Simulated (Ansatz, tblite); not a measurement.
# The cluster Mg₃H₃: one state, many levels

One table from this session's results is given with a row withheld; the runs are named, their logs left out.

The runs use Ansatz 0.2.0, Gaussian basis; as each input shows.

The runs, in order: GFN1-xTB, GFN2-xTB, PBE-D4/def2-TZVP, r2SCAN-D4/def2-TZVP, r2SCAN0-D4/def2-TZVP, BLYP-D4/def2-TZVP, LC-ωPBE/def2-TZVP, r2SCANh-D4/def2-TZVP, BHLYP-D4/def2-TZVP, B97M-V/def2-TZVP, B2PLYP/def2-TZVP, PBE-D4/def2-SVP, PBE0-D4/def2-SVP, HF/STO-3G, PBE0-D4/def2-TZVPD, PBE-D4/def2-TZVPD, r2SCAN-D4/def2-TZVPD, CCSD(T)/def2-TZVPP, MP2/def2-TZVP, RPA/def2-TZVP, CCSD(T)/def2-TZVPD.

**The relaxed structure**

The doublet was relaxed beforehand with PBE-D4/def2-TZVP. At that level it is the lowest of the isomers that a small search found.

6 atoms, charge 0, spin multiplicity 2.

Bond lengths: Mg1–Mg2 2.802 Å, Mg1–Mg3 3.010 Å, Mg1–H4 1.906 Å, Mg1–H6 1.907 Å, Mg2–H4 1.895 Å, Mg2–H5 1.717 Å, Mg2–H6 1.894 Å. Angles: Mg2–Mg1–Mg3 77.0°, Mg2–Mg1–H4 42.4°, Mg2–Mg1–H6 42.3°, Mg3–Mg1–H4 83.8°, Mg3–Mg1–H6 83.9°, H4–Mg1–H6 84.3°, Mg1–Mg2–H4 42.7°, Mg1–Mg2–H5 178.2°, Mg1–Mg2–H6 42.7°, H4–Mg2–H5 137.5°, H4–Mg2–H6 84.9°, H5–Mg2–H6 137.4°, Mg1–H4–Mg2 95.0°, Mg1–H6–Mg2 95.0°.

As a file:

```xyz
6
charge 0, multiplicity 2
Mg   -0.4522    1.8035    0.0389
Mg    0.3643   -0.7756   -0.6899
Mg   -0.7213    0.2589    2.6079
H    -1.2304    0.2465   -0.7373
H     0.8561   -2.3723   -1.0856
H     1.1834    0.8390   -0.1341
```

PBE0-D4/def2-TZVP was run before; its log isn't repeated, and its numbers join the tables.

Set-up of the first run:

Tight binding, by tblite at 300 K electronic temperature and without a spin-polarisation term:

```python
tblite.interface.Calculator('GFN1-xTB', numbers, positions, charge=0, uhf=1).singlepoint()
```

Tight binding, by tblite at 300 K electronic temperature and without a spin-polarisation term:

```python
tblite.interface.Calculator('GFN2-xTB', numbers, positions, charge=0, uhf=1).singlepoint()
```

start.molden holds the orbitals of an earlier run on this state, given as this run's starting guess.

Contents of in.yaml:

```yaml
crystal:
  periodic: [false, false, false]
  atoms:
    - {symbol: Mg, position_ang: [-0.452151, 1.803456, 0.038950]}
    - {symbol: Mg, position_ang: [0.364263, -0.775631, -0.689881]}
    - {symbol: Mg, position_ang: [-0.721280, 0.258893, 2.607891]}
    - {symbol: H, position_ang: [-1.230372, 0.246545, -0.737278]}
    - {symbol: H, position_ang: [0.856099, -2.372260, -1.085557]}
    - {symbol: H, position_ang: [1.183442, 0.839008, -0.134126]}
basis:
  gaussian: {orbitals: def2-TZVP, initial_orbitals: start.molden}
magnetization: {spin_polarized: true, initial_magnetization: 1}
hamiltonian: {xc: pbe, dispersion: d4}
scf: {omitted_lower_state_checks: [starts]}
output: {forces: true, orbitals: {seedname: orbitals}}
```

Run with:

```
$ ansatz run in.yaml --threads 4 --pin off --events-out ev --progress --plain --max-ram 3916MiB
```

Among the steps run: PBE-D4/def2-TZVP; r2SCAN-D4/def2-TZVP; r2SCAN0-D4/def2-TZVP; BLYP-D4/def2-TZVP; LC-ωPBE/def2-TZVP; r2SCANh-D4/def2-TZVP; BHLYP-D4/def2-TZVP; B97M-V/def2-TZVP; B2PLYP/def2-TZVP; PBE-D4/def2-SVP; PBE0-D4/def2-SVP; HF/STO-3G; PBE0-D4/def2-TZVPD; PBE-D4/def2-TZVPD; r2SCAN-D4/def2-TZVPD; CCSD(T)/def2-TZVPP; MP2/def2-TZVP; RPA/def2-TZVP; CCSD(T)/def2-TZVPD.

One of the session's tables, all rows but one given; the rest of the session is left out.

It belongs to the step «Levels side by side». 

| level | HOMO (eV) | gap (eV) |
| --- | --- | --- |
| HF/STO-3G | -1.25 | 10.29 |
| PBE-D4/def2-SVP | -4.08 | 0.94 |
| PBE-D4/def2-TZVP | -4.07 | 0.94 |
| PBE-D4/def2-TZVPD | -4.07 | 0.94 |
| BLYP-D4/def2-TZVP | -3.86 | 0.83 |
| r2SCAN-D4/def2-TZVP | -4.25 | 1.49 |
| r2SCAN-D4/def2-TZVPD | -4.25 | 1.48 |
| B97M-V/def2-TZVP | -3.95 | 0.47 |
| r2SCANh-D4/def2-TZVP | -4.50 | 1.93 |
| PBE0-D4/def2-SVP | -4.75 | 2.27 |
| PBE0-D4/def2-TZVP | -4.75 | 2.28 |
| PBE0-D4/def2-TZVPD | -4.74 | 2.27 |
| r2SCAN0-D4/def2-TZVP | -4.87 | 2.58 |
| BHLYP-D4/def2-TZVP | ? | ? |
| LC-ωPBE/def2-TZVP | -6.69 | 5.98 |

Q: Estimate the row for BHLYP-D4/def2-TZVP from the others.

**Answer.** HOMO (eV): -5.22; gap (eV): 3.40. In the column «HOMO (eV)» it lies between LC-ωPBE/def2-TZVP (-6.69) and r2SCAN0-D4/def2-TZVP (-4.87).
